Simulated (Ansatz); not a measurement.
Ansatz (a program for electronic structure) input (B3LYP-D3(BJ)/def2-TZVP):

Ansatz 0.2 input:
```yaml
crystal:
  periodic: [false, false, false]
  atoms:
    - {symbol: C, position_ang: [-0.00635997, 1.07171539, 0.06669389]}
    - {symbol: C, position_ang: [-0.00355758, -1.09388879, 0.07448875]}
    - {symbol: C, position_ang: [-1.08677055, -0.01294879, -0.06414350]}
    - {symbol: C, position_ang: [1.07826567, -0.01014086, -0.05232818]}
    - {symbol: H, position_ang: [-0.00314112, 1.83205401, -0.71183611]}
    - {symbol: H, position_ang: [-0.01246423, 1.56496236, 1.03669007]}
    - {symbol: H, position_ang: [0.00170361, -1.85997910, -0.69835976]}
    - {symbol: H, position_ang: [-0.00809170, -1.58002670, 1.04809706]}
    - {symbol: H, position_ang: [-1.85439565, -0.01124371, 0.70692629]}
    - {symbol: H, position_ang: [-1.57066156, -0.01709037, -1.03863305]}
    - {symbol: H, position_ang: [1.83748701, -0.00637036, 0.72697416]}
    - {symbol: H, position_ang: [1.57267692, -0.01296816, -1.02148205]}
basis:
  gaussian:
    orbitals: def2-TZVP
hamiltonian:
  xc: b3lyp
  dispersion: d3bj
relax: {f_tol: 0.002, max_steps: 150}
```

Output:

```
Functional definition: B3LYP
integrals: 0.07 GiB planned
1072 factors; their error is unknown
mean field: 0.79 GiB planned
mean field evaluation 1: about -4267.8417 eV, gradient 7.0e1 eV
mean field evaluation 2: about -4253.1851 eV, gradient 1.0e2 eV
mean field evaluation 4: about -4279.6080 eV, gradient 1.5e0 eV
mean field evaluation 8: about -4279.5658 eV, gradient 6.7e-1 eV
mean field evaluation 16: about -4279.5665 eV, gradient 3.2e-5 eV
mean field -4279.56650348 eV, -157.2711682085 hartree, gradient 6.8e-6 eV, S^2 0.000000; 0 other end points of the search recorded, 0 dependent functions left out
the calculation of the forces begins
reference -4279.56677023 eV, -157.2711780114 hartree; 16, 16 occupied and 156, 156 virtual orbitals, 1072 factors
relax step   1: F+E_penalty+E_count = -4279.92755543 eV  Δ(F+E_penalty+E_count) = +0.000e0 eV  max|allowed force component| = 4.406e-1 eV/Å  Δτ_max = 0.0000 Å  (27 SCF iters, accepted)
these checks for a lower state are left out or cut short: starts, cluster_reference, orbital_swaps, neighbouring_geometries, increment
integrals: 0.07 GiB planned
1072 factors; their error is unknown
mean field: 0.79 GiB planned
mean field -4279.58411541 eV, -157.2718154349 hartree, gradient 7.8e-6 eV, S^2 0.000000; 0 other end points of the search recorded, 0 dependent functions left out
the calculation of the forces begins
reference -4279.58438225 eV, -157.2718252410 hartree; 16, 16 occupied and 156, 156 virtual orbitals, 1072 factors
relax step   2: F+E_penalty+E_count = -4279.94383671 eV  Δ(F+E_penalty+E_count) = -1.628e-2 eV  max|allowed force component| = 1.887e-1 eV/Å  Δτ_max = 0.0274 Å  (28 SCF iters, accepted)
these checks for a lower state are left out or cut short: starts, cluster_reference, orbital_swaps, neighbouring_geometries, increment
integrals: 0.07 GiB planned
1072 factors; their error is unknown
mean field: 0.79 GiB planned
mean field evaluation 32: about -4279.5929 eV, gradient 7.5e-6 eV
mean field -4279.59291995 eV, -157.2721389957 hartree, gradient 7.5e-6 eV, S^2 0.000000; 0 other end points of the search recorded, 0 dependent functions left out
the calculation of the forces begins
reference -4279.59318580 eV, -157.2721487657 hartree; 16, 16 occupied and 156, 156 virtual orbitals, 1072 factors
relax step   3: F+E_penalty+E_count = -4279.95271498 eV  Δ(F+E_penalty+E_count) = -8.878e-3 eV  max|allowed force component| = 7.578e-2 eV/Å  Δτ_max = 0.0537 Å  (27 SCF iters, accepted)
these checks for a lower state are left out or cut short: starts, cluster_reference, orbital_swaps, neighbouring_geometries, increment
integrals: 0.07 GiB planned
1072 factors; their error is unknown
mean field: 0.79 GiB planned
mean field -4279.58253308 eV, -157.2717572856 hartree, gradient 8.0e-6 eV, S^2 0.000000; 0 other end points of the search recorded, 0 dependent functions left out
the calculation of the forces begins
reference -4279.58280439 eV, -157.2717672561 hartree; 16, 16 occupied and 156, 156 virtual orbitals, 1072 factors
relax step   4: F+E_penalty+E_count = -4279.94224684 eV  Δ(F+E_penalty+E_count) = +1.047e-2 eV  max|allowed force component| = 3.058e-1 eV/Å  Δτ_max = 0.1664 Å  (27 SCF iters, rejected (line search))
these checks for a lower state are left out or cut short: starts, cluster_reference, orbital_swaps, neighbouring_geometries, increment
integrals: 0.07 GiB planned
1072 factors; their error is unknown
mean field: 0.79 GiB planned
mean field -4279.59940164 eV, -157.2723771936 hartree, gradient 7.4e-6 eV, S^2 0.000000; 0 other end points of the search recorded, 0 dependent functions left out
the calculation of the forces begins
reference -4279.59966847 eV, -157.2723869994 hartree; 16, 16 occupied and 156, 156 virtual orbitals, 1072 factors
relax step   5: F+E_penalty+E_count = -4279.95986794 eV  Δ(F+E_penalty+E_count) = -7.153e-3 eV  max|allowed force component| = 8.961e-2 eV/Å  Δτ_max = 0.0619 Å  (27 SCF iters, accepted)
these checks for a lower state are left out or cut short: starts, cluster_reference, orbital_swaps, neighbouring_geometries, increment
integrals: 0.07 GiB planned
1072 factors; their error is unknown
mean field: 0.79 GiB planned
mean field -4279.60043004 eV, -157.2724149868 hartree, gradient 7.5e-6 eV, S^2 0.000000; 0 other end points of the search recorded, 0 dependent functions left out
the calculation of the forces begins
reference -4279.60070030 eV, -157.2724249186 hartree; 16, 16 occupied and 156, 156 virtual orbitals, 1072 factors
relax step   6: F+E_penalty+E_count = -4279.96162777 eV  Δ(F+E_penalty+E_count) = -1.760e-3 eV  max|allowed force component| = 1.425e-1 eV/Å  Δτ_max = 0.0975 Å  (27 SCF iters, accepted)
these checks for a lower state are left out or cut short: starts, cluster_reference, orbital_swaps, neighbouring_geometries, increment
integrals: 0.07 GiB planned
1072 factors; their error is unknown
mean field: 0.79 GiB planned
mean field -4279.60336027 eV, -157.2725226706 hartree, gradient 7.2e-6 eV, S^2 0.000000; 0 other end points of the search recorded, 0 dependent functions left out
the calculation of the forces begins
reference -4279.60362979 eV, -157.2725325751 hartree; 16, 16 occupied and 156, 156 virtual orbitals, 1072 factors
relax step   7: F+E_penalty+E_count = -4279.96481542 eV  Δ(F+E_penalty+E_count) = -3.188e-3 eV  max|allowed force component| = 6.803e-3 eV/Å  Δτ_max = 0.0132 Å  (28 SCF iters, accepted)
these checks for a lower state are left out or cut short: starts, cluster_reference, orbital_swaps, neighbouring_geometries, increment
integrals: 0.07 GiB planned
1072 factors; their error is unknown
mean field: 0.79 GiB planned
mean field evaluation 64: about -4279.6034 eV, gradient 5.1e-4 eV
mean field -4279.60342553 eV, -157.2725250689 hartree, gradient 7.2e-6 eV, S^2 0.000000; 0 other end points of the search recorded, 0 dependent functions left out
the calculation of the forces begins
reference -4279.60369487 eV, -157.2725349670 hartree; 16, 16 occupied and 156, 156 virtual orbitals, 1072 factors
relax step   8: F+E_penalty+E_count = -4279.96483897 eV  Δ(F+E_penalty+E_count) = -2.355e-5 eV  max|allowed force component| = 4.675e-3 eV/Å  Δτ_max = 0.0059 Å  (29 SCF iters, accepted)
these checks for a lower state are left out or cut short: starts, cluster_reference, orbital_swaps, neighbouring_geometries, increment
integrals: 0.07 GiB planned
1072 factors; their error is unknown
mean field: 0.79 GiB planned
mean field -4279.60343493 eV, -157.2725254141 hartree, gradient 7.2e-6 eV, S^2 0.000000; 0 other end points of the search recorded, 0 dependent functions left out
the calculation of the forces begins
reference -4279.60370430 eV, -157.2725353135 hartree; 16, 16 occupied and 156, 156 virtual orbitals, 1072 factors
relax step   9: F+E_penalty+E_count = -4279.96484182 eV  Δ(F+E_penalty+E_count) = -2.846e-6 eV  max|allowed force component| = 1.447e-3 eV/Å  Δτ_max = 0.0006 Å  (29 SCF iters, accepted)
integrals: 0.07 GiB planned
1072 factors; their error is unknown
mean field: 0.79 GiB planned
mean field evaluation 96: about -4279.6034 eV, gradient 4.3e-5 eV
mean field -4279.60343493 eV, -157.2725254141 hartree, gradient 7.2e-6 eV, S^2 0.000000; 1 other end points of the search recorded, 0 dependent functions left out
the calculation of the forces begins
reference -4279.60370430 eV, -157.2725353135 hartree; 16, 16 occupied and 156, 156 virtual orbitals, 1072 factors
Total energy: -4279.96511119 eV, -157.2858167718 hartree
Atom 0 at    -0.006710     1.070415     0.126996 Å, force    -0.000003     0.001447    -0.000022 eV/Å
Atom 1 at    -0.003868    -1.092164     0.134849 Å, force     0.000004    -0.001445    -0.000016 eV/Å
Atom 2 at    -1.085213    -0.013222    -0.124625 Å, force    -0.001347    -0.000013    -0.000001 eV/Å
Atom 3 at     1.077355    -0.010337    -0.112857 Å, force     0.001339     0.000001     0.000026 eV/Å
Atom 4 at    -0.004342     1.945430    -0.522767 Å, force     0.000002     0.000129     0.000158 eV/Å
Atom 5 at    -0.012805     1.408298     1.164411 Å, force    -0.000010     0.000140    -0.000064 eV/Å
Atom 6 at     0.000808    -1.971866    -0.508541 Å, force    -0.000007    -0.000128     0.000155 eV/Å
Atom 7 at    -0.009089    -1.422519     1.174691 Å, force     0.000020    -0.000135    -0.000065 eV/Å
Atom 8 at    -1.966086    -0.012050     0.517176 Å, force    -0.000118     0.000002    -0.000147 eV/Å
Atom 9 at    -1.413670    -0.017435    -1.165072 Å, force    -0.000142     0.000015     0.000059 eV/Å
Atom 10 at     1.951185    -0.006824     0.538494 Å, force     0.000124     0.000006    -0.000142 eV/Å
Atom 11 at     1.417127    -0.013652    -1.149667 Å, force     0.000139    -0.000018     0.000059 eV/Å
Dipole moment:     0.000000    -0.000000     0.000000 e Å
```
